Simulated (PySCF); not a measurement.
Simulated C 1s region for `[C-]#[N+]CCC`, binding energy against the vacuum level.

Every computed line was given a Gaussian of 0.5 eV full width at half maximum and an area set by the number of equivalent atoms; the highest printed point is 100. Level of theory: delta-SCF UKS SCAN, pcX-2 on the ionised atom, pcseg-1 elsewhere, spin-free X2C (PySCF).

| binding energy (eV) | intensity |
| --- | --- |
| 290.2 | 0 |
| 290.3 | 2 |
| 290.4 | 5 |
| 290.5 | 14 |
| 290.6 | 30 |
| 290.7 | 52 |
| 290.8 | 74 |
| 290.9 | 91 |
| 291.0 | 99 |
| 291.1 | 100 |
| 291.2 | 93 |
| 291.3 | 79 |
| 291.4 | 63 |
| 291.5 | 51 |
| 291.6 | 52 |
| 291.7 | 62 |
| 291.8 | 71 |
| 291.9 | 68 |
| 292.0 | 54 |
| 292.1 | 34 |
| 292.2 | 18 |
| 292.3 | 10 |
| 292.4 | 11 |
| 292.5 | 20 |
| 292.6 | 37 |
| 292.7 | 57 |
| 292.8 | 69 |
| 292.9 | 68 |
| 293.0 | 53 |
| 293.1 | 33 |
| 293.2 | 17 |
| 293.3 | 7 |
| 293.4 | 2 |
| 293.5 | 1 |

How many maxima does the curve show, and how many computed lines lie under it?

The curve has 3 maxima (at 291.1, 291.8 and 292.8 eV). Under it lie 4 lines from 4 inequivalent carbon sites. At this width some lines have no maximum of their own.

Decompose the envelope and assign each component. Numbering: `[C-:1]#[N+:2][CH2:3][CH2:4][CH3:5]`.

```csv
position (eV),relative area,line,atoms,environment
290.88,1,C 1s,C5,methyl carbon
291.23,1,C 1s,C4,chain CH2 carbon
291.84,1,C 1s,C1,isocyanide carbon
292.84,1,C 1s,C3,sp3 carbon bound to nitrogen
```

What are the centre and the root-mean-square width of the whole band?

The area-weighted mean of the lines is 291.70 eV. Their own spread about it is 0.74 eV (rms) and each Gaussian has σ = 0.5/2.355 = 0.21 eV; the variances add, which gives 0.77 eV.

The listed C 1s values span 1.96 eV, from C5 (bonded to C and 3 H) to C3 (bonded to N, C and 2 H). Summing the Pauling electronegativity differences to the bonded atoms, each weighted by its formal bond order, gives -1.05 for the lowest site and -0.21 for the highest; the largest sum, +1.47, belongs to C1, 1.00 eV below the top.

The curve has no shake-up lines and no vibrational structure. Geometry: GFN2-xTB, one conformer, isolated molecule.

The values belong to the conformer `[C-:1]#[N+:2][CH2:3][CH2:4][CH3:5]`: N2–C3–C4–C5 -66°.
